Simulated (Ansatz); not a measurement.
# SiH₃+ (triplet): from Hartree-Fock to the top rungs, cc-pVTZ

How much of the correlation energy of SiH₃+ (triplet) does each wave-function method recover here?

Method: cc-pVTZ, core rule «outside noble gas», up to 5 orbitals frozen; program: Ansatz 0.2.0, Gaussian basis.

To be run: UHF; CCSD(T) on ROHF; CCSD(T) on UHF; BCCD(T) on ROHF; CCSDT(Q) on ROHF; CCSDT(Q) on UHF; CASSCF and MRCISD+Q, 6 electrons in 7 orbitals; CASSCF and NEVPT2, 6 electrons in 7 orbitals.

5 further runs of the same task are left out: 3 for a known fault of the program, 2 set aside as unsound or not needed.

## 1. What is computed

The geometry is a PBE0/def2-TZVP stationary point (not a proven minimum) of the parent state, kept for this charge and spin.

4 atoms, charge 1, spin multiplicity 3.

Atoms are counted from 1 here; the program's logs count them from 0.

Bond lengths: Si1–H2 1.472 Å, Si1–H3 1.472 Å, Si1–H4 1.472 Å. Angles: H2–Si1–H3 120.0°, H2–Si1–H4 120.0°, H3–Si1–H4 120.0°.

## 2. UHF

Input file in.yaml:

```yaml
crystal:
  periodic: [false, false, false]
  atoms:
    - {symbol: Si, position_ang: [0.000000, 0.000000, 0.000000]}
    - {symbol: H, position_ang: [1.471943, 0.014227, -0.000096]}
    - {symbol: H, position_ang: [-0.748293, 1.267623, -0.002905]}
    - {symbol: H, position_ang: [-0.723650, -1.281850, 0.003001]}
basis:
  gaussian: {orbitals: cc-pVTZ}
total_charge: 1
magnetization: {spin_polarized: true, initial_magnetization: 2}
hamiltonian: {xc: hf}
output: {orbitals: {seedname: orbitals}}
```

Launch:

```sh
$ ansatz run in.yaml --threads 1 --pin off --events-out ev --progress --plain --max-ram 4096MiB --backend cpu
```

Further steps of the session: CCSD(T) on ROHF; CCSD(T) on UHF; BCCD(T) on ROHF; CCSDT(Q) on ROHF; CCSDT(Q) on UHF; CASSCF and MRCISD+Q, 6 electrons in 7 orbitals; CASSCF and NEVPT2, 6 electrons in 7 orbitals.

Before running them: what should the planned runs give, taken together? Wanted: UCCSDT(Q) below the RHF energy; RMP2 from UCCSDT(Q); UMP2 from UCCSDT(Q); RCCSD from UCCSDT(Q); RCCSD(T) from UCCSDT(Q); UCCSD(T) from UCCSDT(Q); RCCSDT(Q) from UCCSDT(Q); NEVPT2 valence from UCCSDT(Q); MRCISD+Q valence from UCCSDT(Q).

The runs gave:

| quantity | value |
| --- | --- |
| UCCSDT(Q) below the RHF energy | -3.5485 eV |
| RMP2 from UCCSDT(Q) | +839.5 meV |
| UMP2 from UCCSDT(Q) | +905.5 meV |
| RCCSD from UCCSDT(Q) | +155.0 meV |
| RCCSD(T) from UCCSDT(Q) | +33.2 meV |
| UCCSD(T) from UCCSDT(Q) | +32.4 meV |
| RCCSDT(Q) from UCCSDT(Q) | +1.3 meV |
| NEVPT2 valence from UCCSDT(Q) | +570.4 meV |
| MRCISD+Q valence from UCCSDT(Q) | +29.2 meV |
| levels within 1 kcal/mol (43 meV) | RCCSD(T), UCCSD(T), BCCD(T), RCCSDT, UCCSDT, RCCSDT(Q), MRCISD+Q valence |
| T1 diagnostic | 0.027 |
| effectively unpaired electrons | 2.03 |

In words: RCCSD(T) misses by +33.2 meV, 0.9 % of the correlation energy. One determinant dominates. Of the multireference levels listed MRCISD+Q valence comes nearest in total energy (+29.2 meV), which doesn't show that its space is the better one. Coupled cluster took another determinant than the lowest Hartree-Fock one. These misses are within one basis, not against nature; the frozen cores of restricted and unrestricted runs differ, which can shift their rows.
